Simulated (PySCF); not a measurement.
Isomers C4H7FO:

A. `C(CO)/C=C\F`
B. `InChI=1S/C4H7FO/c1-3(5)4(2)6/h3H,1-2H3/t3-/m0/s1`
C. 2-methylpropanoyl fluoride
D. `InChI=1S/C4H7FO/c1-6-4-2-3-5/h2-3H,4H2,1H3/b3-2-`

Spectrum 1. ¹³C{¹H} NMR (computed): δ 176.1 (C, d, J = 422.8 Hz), 36.2 (CH, d, J = 49.0 Hz), 20.6 (CH3).

Spectrum 2. ¹³C{¹H} NMR (computed): δ 160.2 (CH, d, J = 328.6 Hz), 118.7 (CH), 68.0 (CH2, d, J = 6.1 Hz), 59.0 (CH3).

Spectrum 3. ¹³C{¹H} NMR (computed): δ 159.1 (CH, d, J = 325.9 Hz), 113.8 (CH, d, J = 4.0 Hz), 68.8 (CH2), 33.1 (CH2, d, J = 4.9 Hz).

Spectrum 4. ¹³C{¹H} NMR (computed): δ 218.1 (C, d, J = 21.1 Hz), 97.6 (CH, d, J = 236.5 Hz), 28.8 (CH3, d, J = 2.4 Hz), 21.4 (CH3, d, J = 20.4 Hz).

Computed data (PySCF): couplings computed with B3LYP/pcJ-1 (spin–dipole term left out of most H,H and C,H couplings), geometry: GFN2-xTB, PBE0/pcSseg-1 with gauge-including orbitals. In vacuum, fast rotation and ring inversion assumed for equivalent nuclei, non-relativistic Hamiltonian, single conformer.

Shifts are taken against calculated references (same method and geometry level): ¹³C (σ = 186.93 ppm) against TMS. One-bond C–F couplings are unscaled and too large by tens of Hz. Shifts are as computed. Against solution values, carbons near 30 ppm lie about +3 ppm off and those near 130 ppm about +5 ppm. Of 1211 compounds with measured shifts, 218 miss one by over three times the rms of a fit or turn the order of signals round; such compounds aren't used in these exercises.

Match each spectrum to its structure.

## Answers

1–C, 2–D, 3–A, 4–B.

- Spectrum 1 (C): 3 ¹³C signals; δC 36.2 is an sp3 CH α to a carbonyl; δC 20.6 is a methyl carbon.
- Spectrum 2 (D): 4 ¹³C signals; δC 160.2 is an alkene CH; δC 118.7 is an alkene CH.
- Spectrum 3 (A): 4 ¹³C signals; δC 159.1 is an alkene CH; δC 113.8 is an alkene CH.
- Spectrum 4 (B): 4 ¹³C signals; δC 218.1 is a ketone carbonyl carbon; δC 97.6 is an sp3 CH bonded to F, α to a carbonyl.
